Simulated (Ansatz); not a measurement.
## LiNbO3 (R3c, No. 161): smallest direct gap on the k points sampled by level of theory

No measured value is used here.

```csv
level (code),value (eV)
PBE (Ansatz),3.63
r²SCAN (Ansatz),4.05
HSE06 (Ansatz),5.08
PBE0 (Ansatz),5.84
r²SCAN0 (Ansatz),6.17
```

Computed values are for a static lattice. Levels without +SOC have no spin–orbit coupling; where heavier elements are present it shifts gaps, mostly down, and can invert bands.  Values are at a fixed cell, not relaxed at this level and not confirmed as the measured one. Cutoffs and k meshes differ between the levels. Ansatz's density-functional and Hartree–Fock values are scalar-relativistic unless marked +SOC, with PAW data made under PBE.

Ansatz is a quantum-chemistry and plane-wave program.
